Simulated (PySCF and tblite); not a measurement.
The numbers below are computed, except where a source is named.
C₄H₆O, numbered as in [O:1]=[CH:2][CH:3]1[CH2:4][CH2:5]1.

Free energies: B3LYP-D3(BJ)/def2-TZVP (IEF-PCM, chloroform) on PBE0-D3(BJ)/def2-SVP structures plus GFN2-xTB thermal terms, symmetry and mirror images included. Conformers within 3 kcal/mol (GFN2-xTB free energy) were kept, 8 at most. GIAO shieldings: WP04/pcSseg-1 (IEF-PCM, chloroform). Shifts are against TMS (¹H), TMS (¹³C) at the same level; of two unlike H on one atom, a is the less shielded. Codes: tblite and PySCF.

Predict the averaged NMR shifts at 298.15 K.

¹H: 8.59 (H2, 1H), 1.69 (H3, 1H), 1.19 (H4a/H5a, 2H), 1.16 (H4b/H5b, 2H) ppm. ¹³C: 209.2 (C2), 27.9 (C3), 12.6 (C4/C5) ppm.

How do the conformers differ?

Torsions listed: O1–C2–C3–C4.
```tsv
conformer	shape	weight %
1	147°	75.6
2	-33°	24.4
```

```csv
signal,1,2,average
H2,8.20,9.79,8.59
H3,1.61,1.94,1.69
H4a/H5a,1.19,1.19,1.19
H4b/H5b,1.13,1.25,1.16
C2,208.4,211.7,209.2
C3,28.5,26.1,27.9
C4/C5,10.5,19.0,12.6
```

Which signal moves most, for its nucleus, between 180 and 400 K through the change of populations alone?

H2: 8.40 ppm at 180 K, 8.49 ppm at 230 K, 8.59 ppm at 298.15 K, 8.63 ppm at 330 K, 8.69 ppm at 400 K. Exchange is taken as fast throughout; ring flips and hindered rotations can be slow on the NMR time scale at the lower temperatures.

Shifts are unscaled: against experiment ¹³C can be off by 15 ppm or more and ¹H by 0.8 ppm.
